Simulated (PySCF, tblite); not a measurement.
# C3H2FO radical: geometry, infrared bands and EPR parameters

Aim: predict the infrared bands and EPR parameters of C3H2FO radical (`O=C/[C]=C\F`).

The runs use tblite 0.8.0 and PySCF 2.14.0, with density-fitted response routines of our own; the level of theory stands in each step. All values are computed, except where a source is named. Atoms count from 0, in the outputs and in this text.

## Step 1: The molecule as given

7 atoms, charge 0, multiplicity 2; geometry from: force field or distance geometry start.

Bonds of the start (Å): O0–C1 1.22, C1–C2 1.45, C2–C3 1.29, C3–F4 1.33, C1–H5 1.10, C3–H6 1.09.

## Step 2: Geometry optimisation with GFN2-xTB

What the job is given:

```
{"job": {"kind": "relax", "xc": "GFN2-xTB", "basis": "xTB"}, "charge": 0, "multiplicity": 2}
O     -1.967700    -0.720000     0.927800
C     -1.337400    -0.454000    -0.087000
C      0.032700     0.003500     0.028400
C      1.241500     0.433000     0.116100
F      1.981200     0.718400    -0.951100
H     -1.737300    -0.561300    -1.100900
H      1.790300     0.585300     1.039600
```

Launch:

```
$ OMP_NUM_THREADS=1 python probes_run.py task.json out
```

One launch serves the whole session: the jobs run in the order shown.

**Question.** This job is followed by: GFN2-xTB harmonic vibrations, gas phase; UKS B3LYP, pcH-1 on C F H O, non-relativistic, mean-field spin-orbit, GIAO. What will the session give for the following? strongest single infrared mode (GFN2-xTB); zero-point energy (GFN2-xTB); g(iso) (B3LYP); ⟨S²⟩; largest a(iso); surface potential, 1st and 99th percentile.

The runs gave:

```
                                 quantity                  value
strongest single infrared mode (GFN2-xTB)  1652 cm⁻¹, 195 km/mol
             zero-point energy (GFN2-xTB)          23.8 kcal/mol
                           g(iso) (B3LYP)                2.00423
                                     ⟨S²⟩     0.769 (exact 0.75)
                           largest a(iso)   19F on F4, 223.5 MHz
    surface potential, 1st and 99th percentile     -1.41 V and 1.68 V
```

What this shows: Relaxing lowered the energy by 0.572 eV in 58 steps; the close pair that moved most is C1–C2, from 1.449 to 1.382 Å. No mode is imaginary among the 15: a minimum at this level. The strongest single mode, at 1652 cm⁻¹, moves mainly C1 and O0. Unscaled tight-binding wavenumbers are off by several per cent, some by more. Its intensities can rank the bands wrongly. The largest share of the spin, 0.82 e, sits on C2. The isotropic g lies 1.9 ppt above the free-electron value.
